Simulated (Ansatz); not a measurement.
A nudged elastic band was laid between two geometries of H5OPSi (8 atoms, charge 0, multiplicity 1).

These are results of RKS PBE/def2-mTZVP in Ansatz 0.2.0, not measurements.

```yaml
movable_images: 5
climbing_image: yes
spring: 5.0 eV/Å²
optimiser: quadratic models (default)
start_path: IDPP
force_threshold: 0.05 eV/Å
iteration_limit: 60
end_points: relaxed
```

Image 0:

```xyz
8
Properties=species:S:1:pos:R:3
O -1.111 0.286 -1.534
P -0.449 1.131 -0.203
Si 0.559 -0.634 0.848
H -2.019 0.618 -1.664
H 0.779 1.566 -0.826
H 1.518 -0.063 1.850
H 1.298 -1.532 -0.097
H -0.483 -1.430 1.570
```

Image 6:

```xyz
8
Properties=species:S:1:pos:R:3
O -1.387 0.567 -1.436
P -0.602 1.254 -0.098
Si 0.396 -0.577 0.863
H -0.814 -0.049 -1.933
H 0.639 1.694 -0.702
H 1.476 -0.108 1.792
H 0.999 -1.476 -0.180
H -0.614 -1.362 1.639
```

What changes between the two ends?

No bond is made or broken. The dihedral H4–O1–P2–Si3 goes from 137 to -46°.

Give the energies along the band, and the barrier.

The run converged. The highest image is number 3 of 0 to 6, 0.138 eV above the first end and 0.116 eV above the last; the last end lies 0.023 eV above the first. A vibrational analysis at the climbing image gives one clearly imaginary mode, 306i cm⁻¹: a first-order saddle point.

```tsv
image	path coordinate (Å)	energy (eV)	dihedral H4–O1–P2–Si3 (°)
0	0.00	0.000	137
1	0.39	0.023	166
2	0.78	0.093	-159
3	1.17	0.138	-123
4	1.52	0.097	-89
5	1.87	0.036	-60
6	2.22	0.023	-46
```

What is the geometry of the highest image?


```xyz
8
Properties=species:S:1:pos:R:3
O -1.508 0.320 -1.164
P -0.547 1.178 -0.032
Si 0.551 -0.638 0.854
H -1.354 0.656 -2.067
H 0.587 1.509 -0.873
H 1.611 -0.126 1.785
H 1.178 -1.501 -0.198
H -0.426 -1.455 1.639
```

What are the harmonic wavenumbers there?

306i, 134, 161, 400, 443, 545, 707, 725, 850, 860, 895, 915, 1084, 2145, 2162, 2177, 2212, 3711 cm⁻¹.

Run time: 100 s on 1 thread of Arm Neoverse V1, with other jobs on the host, peak memory 0.14 GiB.
